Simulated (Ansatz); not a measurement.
**C₅H₈O: up Jacob's ladder to CCSD(T)**

An exercise on one series of results from a longer session: the logs are not shown, and one member is left open.

Method: functionals in def2-TZVPP, the program's frozen cores in correlated methods; program: Ansatz 0.2.0, Gaussian basis.

Plan: PBE-D4, r2SCAN-D4, PBE0-D4, B3LYP-D4, ωB97X-V, ωB97M-V, B2PLYP; CCSD(T)/def2-TZVPP; MP2/def2-QZVPP; extrapolation to the limit.

## Structure used throughout

The geometry comes from an earlier relaxation with PBE0-D4 in a triple-zeta def2 set; it is a stationary point, not always the lowest conformer.

SMILES `C=CCC1CO1`, 14 atoms, charge 0, spin multiplicity 1.

Atoms are counted from 1 here; the program's logs count them from 0.

Bond lengths: C1–C2 1.326 Å, C1–H7 1.085 Å, C1–H8 1.084 Å, C2–C3 1.495 Å, C2–H9 1.088 Å, C3–C4 1.498 Å, C3–H10 1.097 Å, C3–H11 1.097 Å, C4–C5 1.459 Å, C4–O6 1.419 Å, C4–H12 1.090 Å, C5–O6 1.418 Å, C5–H13 1.088 Å, C5–H14 1.087 Å. Angles: C2–C1–H7 122.2°, C2–C1–H8 121.0°, H7–C1–H8 116.8°, C1–C2–C3 126.2°, C1–C2–H9 118.7°, C3–C2–H9 115.1°, C2–C3–C4 114.8°, C2–C3–H10 109.0°, C2–C3–H11 109.7°, C4–C3–H10 109.0°, C4–C3–H11 108.6°, H10–C3–H11 105.4°, C3–C4–C5 121.8°, C3–C4–O6 116.3°, C3–C4–H12 115.6°, C5–C4–O6 59.0°, C5–C4–H12 117.5°, O6–C4–H12 113.8° and more.

Set-up of the first run:

in.yaml

```yaml
crystal:
  periodic: [false, false, false]
  atoms:
    - {symbol: C, position_ang: [-1.874166, -0.039941, 0.649623]}
    - {symbol: C, position_ang: [-0.766115, 0.144156, 1.354252]}
    - {symbol: C, position_ang: [0.633826, 0.000001, 0.850295]}
    - {symbol: C, position_ang: [0.746834, -0.535253, -0.544022]}
    - {symbol: C, position_ang: [0.819924, 0.347020, -1.703396]}
    - {symbol: O, position_ang: [1.978797, -0.302993, -1.207880]}
    - {symbol: H, position_ang: [-1.852421, -0.322468, -0.397205]}
    - {symbol: H, position_ang: [-2.850975, 0.090059, 1.100135]}
    - {symbol: H, position_ang: [-0.853207, 0.430455, 2.400132]}
    - {symbol: H, position_ang: [1.193007, -0.654955, 1.530354]}
    - {symbol: H, position_ang: [1.144410, 0.969671, 0.895122]}
    - {symbol: H, position_ang: [0.347121, -1.537138, -0.698031]}
    - {symbol: H, position_ang: [0.788610, 1.423259, -1.548370]}
    - {symbol: H, position_ang: [0.470759, 0.001826, -2.673411]}
basis:
  gaussian: {orbitals: def2-TZVPP}
hamiltonian: {xc: pbe, dispersion: d4}
output: {forces: true, orbitals: {seedname: orbitals}}
```

Among the steps run: PBE-D4 (GGA); r2SCAN-D4 (meta-GGA); PBE0-D4 (hybrid); B3LYP-D4 (hybrid); ωB97X-V (range-separated); ωB97M-V (range-separated); B2PLYP (double hybrid); CCSD(T) in def2-TZVPP; MP2 in def2-QZVPP.

One of the session's tables, all rows but one given; the rest of the session is left out.

```
            method  atoms, summed (eV)  atomisation energy (kcal/mol)
            PBE-D4           -7292.283                         1433.1
         r2SCAN-D4           -7298.710                         1397.4
           PBE0-D4           -7294.114                         1405.8
          B3LYP-D4           -7303.833                         1391.4
           ωB97X-V           -7300.960                         1393.8
           ωB97M-V           -7299.781                         1395.9
            B2PLYP           -7297.440                         1378.6
     HF/def2-TZVPP           -7272.964                         1014.4
    MP2/def2-TZVPP           -7285.814                         1383.8
   CCSD/def2-TZVPP           -7289.043                         1335.5
CCSD(T)/def2-TZVPP                   ?                              ?
           MP2/CBS           -7288.144                         1416.1
       CCSD(T)/CBS           -7291.727                         1389.8
```

Estimate the missing values for CCSD(T)/def2-TZVPP.

The run gave: atoms, summed (eV): -7289.396; atomisation energy (kcal/mol): 1357.5. In the column «atoms, summed (eV)» it lies between CCSD(T)/CBS (-7291.727) and CCSD/def2-TZVPP (-7289.043).

Caveats from the session: Free atoms (5 C, 1 O, 8 H) were run apart at each level; the atomisation energy is their sum less the molecule, without zero-point or spin-orbit terms.
